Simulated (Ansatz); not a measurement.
Results of r²SCAN in Ansatz (PAW) for SnSe (Pnma, No. 62).

Run with plane-wave cutoff 560 eV, 4×8×8 k mesh (along the axes of the cell as run), Fermi–Dirac smearing 0.01 eV, scalar-relativistic PAW data made under PBE.

Cell (relaxed at this level):

```xyz
8
Lattice="11.6714 0.0000 0.0000 0.0000 4.1231 0.0000 0.0000 0.0000 4.7011" Properties=species:S:1:pos:R:3 pbc="T T T"
Sn     7.2351     3.0923     1.7623
Sn     4.4362     1.0308     2.9388
Sn    10.2719     1.0308     4.1128
Sn     1.3994     3.0923     0.5882
Se     1.7262     1.0308     2.4076
Se     9.9452     3.0923     2.2935
Se     4.1095     3.0923     0.0570
Se     7.5618     1.0308     4.6440
```

Question: What does this level give for the band gap, smallest direct gap on the k points sampled and Γ–Γ gap?

Answer: 
* **band gap**: 1.03 eV
* **smallest direct gap on the k points sampled**: 1.42 eV
* **Γ–Γ gap**: 1.49 eV

Note: for a layered or molecular solid the relaxed cell lies over 5 % above the published volume, where the minimum can be shallow; the cell comes from a level without a dispersion term, which matters for the spacing of layers, chains or molecules; the volume lies 7 % above that of the published cell.

Spin–orbit coupling is not included.

Ansatz is a first-principles code.
